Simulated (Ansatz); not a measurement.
## Worked example: Ga–PH–Ge, doublet against Ga–PH–Ge, quartet

Geometry (PBE0/def2-TZVP stationary point of a quartet), kept for both states (Ga–PH–Ge, quartet: A; Ga–PH–Ge, doublet: A):

```yaml
atoms:
  - { symbol: Ga, position_ang: [-0.0001, -0.5107, 2.3879] }
  - { symbol: P, position_ang: [-0.0003, -0.1971, -0.0746] }
  - { symbol: Ge, position_ang: [-0.0001, -0.5030, -2.5136] }
  - { symbol: H, position_ang: [0.0004, 1.2107, 0.2004] }
```

Basis cc-pVDZ; Ansatz 0.2.0. Only valence electrons are correlated (noble-gas cores and the filled d shells of p-block atoms frozen). Prefix R: restricted or restricted open-shell reference; prefix U: unrestricted. No spin–orbit coupling is included, and no scalar relativity.

Full CI isn't at hand for all of this; UCCSDT(Q) serves as the reference, and is uncertain by the last step of the cluster series or more.

| level | E(Ga–PH–Ge, quartet) (hartree) | E(Ga–PH–Ge, doublet) (hartree) |
| --- | --- | --- |
| UHF | -4339.814639 | -4339.851638 |
| UMP2 | -4340.009064 | -4340.074920 |
| UCCSD(T) | -4340.063489 | -4340.127249 |
| PBE | -4342.900706 | -4342.963741 |
| r2SCAN | -4343.606093 | -4343.664263 |
| UCCSDT(Q) | -4340.066256 | -4340.130493 |

Task: Give the vertical gap, Ga–PH–Ge doublet less Ga–PH–Ge quartet, at each level in eV (1 hartree = 27.2114 eV), and each error against UCCSDT(Q).

Result: UCCSDT(Q): (-4340.130493 − (-4340.066256)) × 27.2114 = -1.748 eV (the reference)
r2SCAN: (-4343.664263 − (-4343.606093)) × 27.2114 = -1.583 eV, error 0.165 eV
PBE: (-4342.963741 − (-4342.900706)) × 27.2114 = -1.715 eV, error 0.033 eV
UCCSD(T): (-4340.127249 − (-4340.063489)) × 27.2114 = -1.735 eV, error 0.013 eV
UMP2: (-4340.074920 − (-4340.009064)) × 27.2114 = -1.792 eV, error -0.044 eV
UHF: (-4339.851638 − (-4339.814639)) × 27.2114 = -1.007 eV, error 0.741 eV

Total energies of functionals can't be set beside those of wave-function methods, since they hold the core's correlation and their own absolute errors; only the differences compare.

In so small a basis the reference is far from its limit while semilocal and hybrid functionals are nearer theirs, so the functionals' errors here hold much of the reference's basis and frozen-core error, which can add to them or hide them.

Each level lands on the state that its own search finds. T1 diagnostics of restricted CCSD: 0.031 and 0.031.
